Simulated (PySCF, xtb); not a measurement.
Ranking isomers of HN2Si+

5 gas-phase structures of HN2Si+, found in a search over its isomers (lower ones may exist). Each was relaxed with GFN2-xTB:

A. the triplet with the links of `N=[N+]=[Si]`
B. `N#[N+][SiH]`, a singlet
C. a singlet given by its coordinates
D. the triplet with the links of `N#[N+][SiH]`
E. `N=[N+]=[Si]`, a singlet

C (Å):

```xyz
4

N    -1.0993   -0.6703    0.4858
N    -0.0649   -0.1584    0.8814
Si   -1.0036   -0.8429    2.3284
H     0.6112    0.2843    0.2394
```

Close contacts (Å): N1–N2 1.22, N1–Si3 1.85, N2–Si3 1.86, N2–H4 1.03.

Problem. Estimate their order in r2SCAN-D4/def2-SVP energy at these geometries, lowest first.

Solution. Calculated order at r2SCAN-D4/def2-SVP: B (0.0), C (7.8), A (11.9), E (14.2), D (26.9) kcal/mol.

Energies above the lowest of each column, in kcal/mol; the last columns are at B3LYP-D3(BJ)/6-311G** geometries and were run for some of them only (a dash: not run or not comparable):

```tsv
structure	GFN2-xTB	HF/STO-3G	r2SCAN-D4/def2-SVP	B3LYP-D3(BJ)/6-311G**	CCSD(T)/def2-TZVPP
B	1.3	0.0	0.0	0.0	0.0
C	13.2	8.1	7.8	17.4	19.5
A	–	25.9	11.9	27.1	–
E	0.0	29.5	14.2	23.7	29.9
D	–	27.9	26.9	–	–
```

CCSD(T)/def2-TZVPP puts B lowest of those it was run on; GFN2-xTB picks E. No reliable frequencies are at hand for these structures. GFN2-xTB has no spin polarisation and isn't compared across spin states. Open shells are spin-unrestricted, some with notable spin contamination. Large T1 diagnostics make some coupled-cluster values less sure.

Programs: PySCF 2.14.0, xtb 6.7.1 (Pople sets with spherical d functions).
